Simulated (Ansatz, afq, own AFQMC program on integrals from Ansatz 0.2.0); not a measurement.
## CH2B, doublet: AFQMC among the cluster methods

```xyz
4

B     0.0000    0.0000    0.5108
C     0.0000    0.0000   -0.5622
H     0.0000    0.0000    1.6832
H     0.0000    0.0000   -1.6318
```

Connectivity, by distances: BH–CH.

Basis cc-pVDZ. Noble-gas cores (and the filled d shells of Ga–Kr and In–Xe) are frozen. Ansatz 0.2.0 and our own AFQMC program on the same integrals; the CISD trial comes from CCSD amplitudes, and released means the phaseless constraint is let go. Error bars are statistical, one sigma.

Determinant: UHF, the one that the program's search chose, which needn't be the lowest solution. The geometry is a point of a scan.

No full CI on the walks' own integrals is used here; CCSDT(Q) serves as the reference and is uncertain by about the last step of the cluster series.

The T1 diagnostic is 0.0085, the weight of the determinant in the CISD state is 0.917 and the ⟨S²⟩ of the determinant is 0.756. The size of the correlated space is 9 electrons in 36 orbitals.

Reference: CCSDT(Q), correlation energy -5.434 eV. The released energy is read at 1.62 1/Eh, later times being too noisy (meV from the phaseless value at times in 1/Eh: -6 ± 8 at 0.24, -3 ± 10 at 0.51, -6 ± 10 at 0.99, -4 ± 11 at 1.62, 0 ± 17 at 2.40).

```csv
level,E − E(reference) (meV),share of correlation (%)
HF,5433.9,0.00
MP2,899.9,83.44
CCSD,156.2,97.13
CCSD(T),25.6,99.53
CCSDT,6.6,99.88
ph-AFQMC/CISD,0.8 ± 6.3,99.98
released AFQMC,-3.4 ± 11.0,100.06
```

A walk keeps the symmetry of its determinant, which the program's search chose and which needn't be the lowest solution, so a lower state of the same spin and another symmetry isn't excluded. Released energies are given only where the last usable release times agree within the noise; a slower fall can still hide under it.
